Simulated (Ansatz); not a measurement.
Wavefunction ladder for `C=C=C(F)Cl`

```xyz
7

C    -0.3519    0.1174    1.3270
C    -0.0606   -0.0237    0.0698
C     0.2455   -0.1535   -1.1840
F    -0.4629   -0.8926   -2.0339
Cl    1.5901    0.5959   -1.9295
H     0.0441   -0.5593    2.0795
H    -1.0042    0.9158    1.6710
```

The species carries charge 0 and has multiplicity 1. The geometry is a stationary point of PBE0-D4/def2-TZVP. Frozen core, restricted reference, the Gaussian-basis code of Ansatz. CBS rows extrapolate triple and quadruple zeta; past MP2 they add the triple-zeta difference.

| basis | HF (Eh) | MP2 corr. |
| --- | --- | --- |
| def2-SVP | -673.29998 | -0.69912 |
| def2-TZVPP | -673.71686 | -0.89758 |
| def2-QZVPP | -673.73866 | -0.97087 |

(1) Estimate the CCSD correlation energy and the (T) correction in each basis where they were run (hartree).

Results:

(1) 
| basis | CCSD corr. | (T) |
| --- | --- | --- |
| def2-SVP | -0.73510 | -0.02406 |
| def2-TZVPP | -0.92797 | -0.04211 |
| CBS(def2) | -1.05554 | as TZ |
